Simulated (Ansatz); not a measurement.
**HSiBr⁺, doublet: the ladder up to UCCSDT(Q)**

Geometry: that of the HSiBr, singlet, kept fixed.

| atom | x (Å) | y (Å) | z (Å) |
| --- | --- | --- | --- |
| Si | 0.0000 | -0.0961 | 1.6420 |
| Br | 0.0000 | 0.0159 | -0.6002 |
| H | 0.0000 | 1.4202 | 1.8240 |

Basis cc-pVDZ; Ansatz 0.2.0. Only valence electrons are correlated (noble-gas cores and the filled d shells of p-block atoms frozen), which leaves 11 electrons in 31 orbitals. R marks a restricted (for open shells ROHF) determinant, U an unrestricted one. Active spaces: valence = (11e, 9o) chosen from the atoms' valence shells. No spin–orbit coupling is included, and no scalar relativity.

Full CI isn't at hand for all of this; UCCSDT(Q) serves as the reference, and is uncertain by about the last step of the cluster series. The frozen core follows each run's orbitals, which can shift R against U totals by a few meV for light atoms and by up to 0.1 eV past Ca.

* UHF ⟨S²⟩: 0.775
* T1 diagnostic (RCCSD): 0.0530
* largest doubles amplitude (RCCSD): 0.046
* T1 diagnostic (UCCSD): 0.0401

Q: From what is known of these methods and the diagnostics, rank them by the size of their error in total energy against UCCSDT(Q) in cc-pVDZ, smallest first (an estimate: the text doesn't fix the numbers).
A. UHF
B. UMP2
C. UCCSD(T)
D. UCCSDT
E. UCCSD

A: D (2.1 kJ/mol), C (6.0 kJ/mol), E (26.6 kJ/mol), B (98.4 kJ/mol), A (563.5 kJ/mol).

All errors are against UCCSDT(Q) in cc-pVDZ. T1 is large (0.053) while the doubles stay small, which points to orbital relaxation. Within each family the higher level lies nearer, as is usual though not guaranteed.

Natural occupations of CASSCF (valence space) about the gap: 1.988 1.972 1.968 1.958 1.013 0.038 0.037 0.028; effectively unpaired electrons, Σ n²(2−n)², 1.03.
